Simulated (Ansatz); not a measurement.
**BH₂S₂ radical: basis-set convergence**

The task here is to estimate one member of a computed series from the others.

Computed with Ansatz 0.2.0, Gaussian basis. Level: one geometry, several basis sets.

The runs, in order: PBE0-D4/def2-SVP; ωB97M-V/def2-SVP; PBE0-D4/def2-QZVPP; ωB97M-V/def2-QZVPP; CCSD(T)/cc-pV(D+d)Z; CCSD(T)/cc-pV(T+d)Z; CCSD(T)/cc-pV(Q+d)Z; the functionals' def2-TZVPP values are taken from earlier runs.

### The relaxed structure

All runs share one geometry, relaxed beforehand with PBE0-D4 in a triple-zeta def2 set.

SMILES `S[B]S`, 5 atoms, charge 0, spin multiplicity 2.

Atoms are counted from 1 here; the program's logs count them from 0.

Bond lengths: S1–B2 1.749 Å, S1–H4 1.357 Å, B2–S3 1.749 Å, S3–H5 1.356 Å. Angles: B2–S1–H4 100.3°, S1–B2–S3 139.9°, B2–S3–H5 100.3°.

The first run:

Input file in.yaml:

```yaml
crystal:
  periodic: [false, false, false]
  atoms:
    - {symbol: S, position_ang: [-1.572084, 0.111365, -0.602338]}
    - {symbol: B, position_ang: [0.019881, 0.835126, -0.562761]}
    - {symbol: S, position_ang: [1.600122, 0.553890, 0.132577]}
    - {symbol: H, position_ang: [-1.363464, -0.977382, 0.179455]}
    - {symbol: H, position_ang: [1.365444, -0.596699, 0.811667]}
basis:
  gaussian: {orbitals: def2-SVP}
magnetization: {spin_polarized: true, initial_magnetization: 1}
hamiltonian: {xc: pbe0, dispersion: d4}
output: {orbitals: {seedname: orbitals}}
```

Started as:

```bash
$ ansatz run in.yaml --threads 2 --pin off --events-out ev --progress --plain --max-ram 32768MiB --backend cpu
```

Among the steps run: PBE0-D4 in def2-SVP; ωB97M-V in def2-SVP; PBE0-D4 in def2-QZVPP; ωB97M-V in def2-QZVPP.

One of the session's tables, all rows but one given; the rest of the session is left out.

It belongs to the step «Functionals by basis». 

```
functional       basis  HOMO (eV)  LUMO (eV)
   PBE0-D4    def2-SVP      -6.11      -1.84
   PBE0-D4  def2-TZVPP      -6.20      -2.01
   PBE0-D4  def2-QZVPP      -6.22      -2.06
   ωB97M-V    def2-SVP      -7.84      -0.11
   ωB97M-V  def2-TZVPP      -7.97      -0.40
   ωB97M-V  def2-QZVPP          ?          ?
```

Estimate the missing values for ωB97M-V, def2-QZVPP.

The run gave: HOMO (eV): -8.01; LUMO (eV): -0.49. In the column «HOMO (eV)» it is the lowest.
